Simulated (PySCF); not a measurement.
# BNH4 (SMILES BN), step by step, part 2 of 2

PySCF 2.14.0. Earlier steps stand in the parts before.

## (4) A single-point energy at MP2/cc-pV(T+d)Z (sfX2C) (run 6)

The input, input.py:

```python
from pyscf import gto, scf, mp

mol = gto.M(
    atom='''
B     -0.128200    -0.679600    -0.025600
N      0.146100     0.677400     0.010800
H      0.225800    -1.368000     0.887500
H     -0.712000    -1.128700    -0.969200
H     -0.121600     1.313700    -0.720800
H      0.632000     1.121400     0.771300
''',
    verbose=3,
    max_memory=1860,
    basis='cc-pv(t+d)z',
)

calc0 = scf.RHF(mol)
calc0 = calc0.sfx2c1e()
calc0.kernel()

pt = mp.MP2(calc0).run()
etot = pt.e_tot
print('E = %.10f Eh' % etot)
calc0.analyze()
```

On the command line:

```console
OMP_NUM_THREADS=1 python input.py
```

Standard output:

```text
converged SCF energy = -81.5604331668665
E(RMP2) = -81.9168502563495  E_corr = -0.356417089483009
E(SCS-RMP2) = -81.9246753980225  E_corr = -0.364242231155992
E = -81.9168502563 Eh
**** MO energy ****
MO #1   energy= -15.5621754907865  occ= 2
MO #2   energy= -7.58321548930179  occ= 2
MO #3   energy= -1.16162327116996  occ= 2
MO #4   energy= -0.716341836875969 occ= 2
MO #5   energy= -0.683620652354453 occ= 2
MO #6   energy= -0.552818926652098 occ= 2
MO #7   energy= -0.461822007362427 occ= 2
MO #8   energy= -0.439421447432244 occ= 2
MO #9   energy= 0.133893214222075  occ= 0
MO #10  energy= 0.141372566974711  occ= 0
MO #11  energy= 0.185134294677566  occ= 0
MO #12  energy= 0.229598456038696  occ= 0
MO #13  energy= 0.244744822715644  occ= 0
MO #14  energy= 0.289327149204894  occ= 0
MO #15  energy= 0.302468394747606  occ= 0
MO #16  energy= 0.30528702582178   occ= 0
MO #17  energy= 0.357621725200488  occ= 0
MO #18  energy= 0.484979655640828  occ= 0
MO #19  energy= 0.517579133408537  occ= 0
MO #20  energy= 0.54813434885423   occ= 0
MO #21  energy= 0.56193449860271   occ= 0
MO #22  energy= 0.615453801465014  occ= 0
MO #23  energy= 0.665239612567259  occ= 0
MO #24  energy= 0.678764442956091  occ= 0
MO #25  energy= 0.71722788534672   occ= 0
MO #26  energy= 0.71918337266435   occ= 0
MO #27  energy= 0.784466563493156  occ= 0
MO #28  energy= 0.830736186444791  occ= 0
MO #29  energy= 0.833023509183104  occ= 0
MO #30  energy= 0.865742674609123  occ= 0
MO #31  energy= 0.893604476495717  occ= 0
MO #32  energy= 1.08138067156145   occ= 0
MO #33  energy= 1.1185866506986    occ= 0
MO #34  energy= 1.13145517591516   occ= 0
MO #35  energy= 1.17351277978033   occ= 0
MO #36  energy= 1.21049918369441   occ= 0
MO #37  energy= 1.29361028661996   occ= 0
MO #38  energy= 1.30436919480464   occ= 0
MO #39  energy= 1.42132974829284   occ= 0
MO #40  energy= 1.44711884076663   occ= 0
MO #41  energy= 1.49377018755445   occ= 0
MO #42  energy= 1.5690794565449    occ= 0
MO #43  energy= 1.59091567085934   occ= 0
MO #44  energy= 1.59328578931018   occ= 0
MO #45  energy= 1.62321868235358   occ= 0
MO #46  energy= 1.6589160842229    occ= 0
MO #47  energy= 1.74110208239981   occ= 0
MO #48  energy= 1.74644658235087   occ= 0
MO #49  energy= 1.91168486286094   occ= 0
MO #50  energy= 1.91343718353156   occ= 0
MO #51  energy= 2.0935504288522    occ= 0
MO #52  energy= 2.13090145636317   occ= 0
MO #53  energy= 2.15649780885255   occ= 0
MO #54  energy= 2.24429422845577   occ= 0
MO #55  energy= 2.27638403462053   occ= 0
MO #56  energy= 2.27835206617918   occ= 0
MO #57  energy= 2.32671051559702   occ= 0
MO #58  energy= 2.39298110646951   occ= 0
MO #59  energy= 2.4055985733924    occ= 0
MO #60  energy= 2.5204881524089    occ= 0
MO #61  energy= 2.63679018425685   occ= 0
MO #62  energy= 2.77576610359365   occ= 0
MO #63  energy= 2.78759965596391   occ= 0
MO #64  energy= 2.93049825422202   occ= 0
MO #65  energy= 3.18037747310726   occ= 0
MO #66  energy= 3.33276202512493   occ= 0
MO #67  energy= 3.35673423636919   occ= 0
MO #68  energy= 3.42133807609236   occ= 0
MO #69  energy= 3.44294842020034   occ= 0
MO #70  energy= 3.53704135168117   occ= 0
MO #71  energy= 3.61174213805632   occ= 0
MO #72  energy= 3.64143500598533   occ= 0
MO #73  energy= 3.70003013955688   occ= 0
MO #74  energy= 3.81490001247302   occ= 0
MO #75  energy= 3.90573464345091   occ= 0
MO #76  energy= 3.91192495631941   occ= 0
MO #77  energy= 3.92201554543646   occ= 0
MO #78  energy= 3.9414040052264    occ= 0
MO #79  energy= 4.06703037404696   occ= 0
MO #80  energy= 4.06936008851482   occ= 0
MO #81  energy= 4.16543607294704   occ= 0
MO #82  energy= 4.21582498517274   occ= 0
MO #83  energy= 4.22671799705092   occ= 0
MO #84  energy= 4.24426321331597   occ= 0
MO #85  energy= 4.27158904815254   occ= 0
MO #86  energy= 4.34919016421447   occ= 0
MO #87  energy= 4.42115503071327   occ= 0
MO #88  energy= 4.43142417889201   occ= 0
MO #89  energy= 4.44447725863458   occ= 0
MO #90  energy= 4.47090093652147   occ= 0
MO #91  energy= 4.54968564458125   occ= 0
MO #92  energy= 4.57626837517787   occ= 0
MO #93  energy= 4.59950700130303   occ= 0
MO #94  energy= 4.76686761261572   occ= 0
MO #95  energy= 4.82240757046963   occ= 0
MO #96  energy= 4.86420121081904   occ= 0
MO #97  energy= 4.95804952858209   occ= 0
MO #98  energy= 4.96058889480328   occ= 0
MO #99  energy= 5.09264837231007   occ= 0
MO #100 energy= 5.10256401980484   occ= 0
MO #101 energy= 5.12637447374281   occ= 0
MO #102 energy= 5.19184323475789   occ= 0
MO #103 energy= 5.30237753434612   occ= 0
MO #104 energy= 5.39825086524329   occ= 0
MO #105 energy= 5.61431528586207   occ= 0
MO #106 energy= 5.79344316148665   occ= 0
MO #107 energy= 5.98953870321921   occ= 0
MO #108 energy= 5.99028462192061   occ= 0
MO #109 energy= 6.1331726138807    occ= 0
MO #110 energy= 6.16582446549105   occ= 0
MO #111 energy= 6.16703605528106   occ= 0
MO #112 energy= 6.42156123921228   occ= 0
MO #113 energy= 6.70466307667283   occ= 0
MO #114 energy= 7.41146541133368   occ= 0
MO #115 energy= 10.2055598705624   occ= 0
MO #116 energy= 13.5526012941304   occ= 0
 ** Mulliken atomic charges  **
charge of    0B =      0.06060
charge of    1N =     -0.47102
charge of    2H =     -0.03068
charge of    3H =     -0.03067
charge of    4H =      0.23588
charge of    5H =      0.23590
Dipole moment(X, Y, Z, Debye):  0.35117,  1.73884,  0.04657
```

It took 8.2 s on 1 thread of Intel Xeon at 2.50GHz (Skylake/Cascade Lake), shared host; peak memory 0.34 GiB.

## (5) What came out

This closing draws on all 2 parts.

```
                                                     quantity                      value
                   run 4, HF-D3(0)/ma-def2-TZVP: total energy               -81.52898 Eh
                  run 4, HF-D3(0)/ma-def2-TZVP: dipole moment                     1.70 D
                    run 4, HF-D3(0)/ma-def2-TZVP: HOMO energy                  -11.99 eV
                    run 4, HF-D3(0)/ma-def2-TZVP: LUMO energy                    0.86 eV
                  run 4, HF-D3(0)/ma-def2-TZVP: HOMO–LUMO gap                   12.85 eV
              run 4, HF-D3(0)/ma-def2-TZVP: dispersion energy               -2.83 kJ/mol
                         run 6, MP2/cc-pV(T+d)Z: total energy               -81.91685 Eh
 run 6, MP2/cc-pV(T+d)Z: dipole moment (Hartree–Fock density)                     1.77 D
  run 6, MP2/cc-pV(T+d)Z: HOMO energy (Hartree–Fock orbitals)                  -11.96 eV
  run 6, MP2/cc-pV(T+d)Z: LUMO energy (Hartree–Fock orbitals)                    3.64 eV
run 6, MP2/cc-pV(T+d)Z: HOMO–LUMO gap (Hartree–Fock orbitals)                   15.60 eV
                   run 6, MP2/cc-pV(T+d)Z: correlation energy                 -356.4 mEh
                                 run 1, HF-D3(0)/ma-def2-TZVP  no result (not converged)
```

**Reading.** 1 of the 3 runs did not end normally.
